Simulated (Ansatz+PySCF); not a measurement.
Two shapes of doublet SiH₂(+).

Shape 1:

```xyz
3

Si    0.0000   -0.5008    0.0000
H     0.0000    0.2504    1.2860
H     0.0000    0.2504   -1.2860
```

Shape 2:

```xyz
3

Si    0.0000   -0.4840    0.0000
H     0.0000    0.2420    1.2429
H     0.0000    0.2420   -1.2429
```

Basis set: cc-pVTZ on H; cc-pV(T+d)Z on Si (spherical functions). Left uncorrelated: 5 orbitals. Correlation on ROHF uses semicanonical orbitals with singles. Charge 1, multiplicity 2.

Computed with Ansatz (development build ahead of 0.2.0) and PySCF 2.14.0; each method stands on the lowest determinant of its kind that the runs found.

Q: Which shape is lower in energy, and by how much in each method?

A:

```csv
method,E(2) − E(1) (eV)
ROHF,0.004
UHF,0.009
UHF-MP2,0.017
UHF-CCSD,0.032
ROHF-CCSD(T),0.035
```

Shape 1 is lower.
